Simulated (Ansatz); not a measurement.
`C/C=C/C#N` at its PBE0-D4/def2-TZVP geometry, where that method's forces vanish. Total charge 0; spin multiplicity 1.

```xyz
10

C     0.4370   -1.4121   -0.4247
C     0.2865    0.0585   -0.3106
C    -0.5304    0.6677    0.5495
C    -0.6439    2.0818    0.6258
N    -0.7499    3.2268    0.7028
H     1.4757   -1.7062   -0.2452
H    -0.2027   -1.9430    0.2814
H     0.1914   -1.7452   -1.4379
H     0.8865    0.6727   -0.9771
H    -1.1502    0.0989    1.2360
```

Question: What forces (eV/Å) does B3LYP-D4/def2-TZVPP give on these atoms in Ansatz? (Estimate.)

Answer: Computed: 
```
C1   0.038 -0.193 -0.035
C2   0.063  0.137 -0.073
C3  -0.078 -0.031  0.085
C4  -0.022  0.026  0.023
N5  -0.006  0.073  0.004
H6  -0.045 -0.005 -0.008
H7   0.034  0.012 -0.037
H8   0.011 -0.003  0.045
H9  -0.038 -0.051  0.042
H10  0.042  0.035 -0.046
```

B3LYP here is the variant with VWN-RPA as its local correlation; programs differ in this.
